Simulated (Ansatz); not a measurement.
Input file:

```yaml
crystal:
  periodic: [false, false, false]
  atoms:
    - {symbol: Al, position_ang: [0.000000, -0.107696, 1.237712]}
    - {symbol: P, position_ang: [0.000000, 0.051009, -1.143237]}
    - {symbol: H, position_ang: [0.000000, 1.315423, 1.999097]}
basis:
  gaussian: {orbitals: 6-31G}
total_charge: 1
magnetization: {spin_polarized: false, initial_magnetization: 4}
correlation: {method: ccsdtq, electrons: outside_noble_gas}
```

```sh
$ ansatz run in.yaml --threads 1 --pin off --events-out ev --progress --plain --max-ram 2393MiB
```

Task: Roughly how long does this take on 1 thread of Arm Neoverse V1, shared host, and how much host memory?

Result: 17 s wall and 0.19 GiB.

```
556 factors; integrals over basis functions are off by at most 1.2e-7 eV
mean field evaluation 1: about -15858.5824 eV, gradient 5.6e0 eV
mean field evaluation 2: about -15858.5888 eV, gradient 5.7e0 eV
mean field evaluation 4: about -15859.3673 eV, gradient 1.7e0 eV
mean field evaluation 8: about -15859.5048 eV, gradient 8.0e-4 eV
mean field evaluation 16: about -15859.4928 eV, gradient 1.7e-1 eV
mean field evaluation 32: about -15854.8808 eV, gradient 3.7e0 eV
mean field -15859.50477165 eV, -582.8260503997 hartree, gradient 2.7e-6 eV, S^2 6.000000; 1 other end points of the search recorded, 0 dependent functions left out
mean field evaluation 64: about -15859.5662 eV, gradient 5.8e-1 eV
determinant -15859.50477165 eV, -582.8260503997 hartree, with singles and doubles -15860.97834076 eV, -582.8802030657 hartree
determinant -15856.92053418 eV, -582.7310814244 hartree, with singles and doubles -15858.59544869 eV, -582.7926333972 hartree
10 core orbitals not correlated: weight in the atoms' cores, before any rotation towards them, 1.000 or more for the frozen orbitals, at most 0.000 for the correlated occupied ones
reference -15859.50477165 eV, -582.8260503997 hartree; 6, 2 occupied and 12, 16 virtual orbitals, 556 factors
second order -0.93188102 eV of doubles, -0.02936437 eV of singles
cycle   1  -1.24184865 eV  change   -2.8e-1 eV  update   6.1e-2
cycle   2  -1.45782175 eV  change   -2.2e-1 eV  update   3.6e-2
cycle   3  -1.49860508 eV  change   -4.1e-2 eV  update   1.8e-2
cycle   4  -1.51596592 eV  change   -1.7e-2 eV  update   9.5e-3
cycle   5  -1.51924553 eV  change   -3.3e-3 eV  update   3.9e-3
cycle   6  -1.51912299 eV  change    1.2e-4 eV  update   1.6e-3
cycle   7  -1.51928586 eV  change   -1.6e-4 eV  update   8.4e-4
cycle   8  -1.51972323 eV  change   -4.4e-4 eV  update   4.0e-4
cycle   9  -1.51967981 eV  change    4.3e-5 eV  update   2.0e-4
cycle  10  -1.51967949 eV  change    3.2e-7 eV  update   1.1e-4
cycle  11  -1.51967324 eV  change    6.3e-6 eV  update   5.3e-5
cycle  12  -1.51967687 eV  change   -3.6e-6 eV  update   1.6e-5
cycle  13  -1.51967763 eV  change   -7.6e-7 eV  update   6.8e-6
cycle  14  -1.51967354 eV  change    4.1e-6 eV  update   3.3e-6
cycle  15  -1.51967204 eV  change    1.5e-6 eV  update   2.0e-6
cycle  16  -1.51967170 eV  change    3.4e-7 eV  update   9.6e-7
Total energy: -15861.02444335 eV, -582.8818973048 hartree
```

For the same geometry and basis full CI lies 0.0 meV lower.
